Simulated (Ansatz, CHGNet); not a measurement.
Polycrystal shear modulus (GPa) of solids drawn from the class of intermetallic compounds, at two levels: the machine-learned potential CHGNet 0.3.0 (trained on PBE and PBE+U data), and PBE (PAW; Ansatz, a quantum-chemistry and plane-wave program).

| solid | CHGNet 0.3.0 | PBE | shift (%) |
|---|---|---|---|
| L1₂ (Cu3Au-type) Ni3Al | 33.5 | 88.3 | +164 |
| CsCl-type RuAl | 44.6 | 107 | +140 |
| antifluorite Mg2Ge | 15.2 | 42.4 | +179 |
| fluorite PtAl2 | 12.5 | 38.9 | +211 |
| L1₂ (Cu3Au-type) Pt3Ti | 35.8 | 112 | +213 |
| CsCl-type PdIn | 5.79 | 27.2 | +370 |
| CsCl-type CuZn | 14.2 | 34.9 | +146 |
| L1₂ (Cu3Au-type) Al3Sc | 12.3 | 70.3 | +472 |
| L1₀ (CuAu-type) CuAu | 17.2 | 28.8 | +67 |
| L1₂ (Cu3Au-type) Cu3Au | 27.8 | 46.5 | +67 |

The shifts run from +67 % to +472 %, with a median of +171 %.

Over all 10 rows PBE is the larger in 10.

Ansatz's runs of these crystals have no spin polarisation, but for L1₂ (Cu3Au-type) Ni3Al.

Density-functional runs with spin start from parallel moments for L1₂ (Cu3Au-type) Ni3Al.

Spin–orbit coupling is left out, also for the solids with elements from indium on (fluorite PtAl2, L1₂ (Cu3Au-type) Pt3Ti, CsCl-type PdIn, L1₀ (CuAu-type) CuAu, L1₂ (Cu3Au-type) Cu3Au); its size isn't shown.

Each level is taken at its own relaxed cell. Ansatz's density-functional and Hartree–Fock values are scalar-relativistic unless marked +SOC, with PAW data made under PBE.
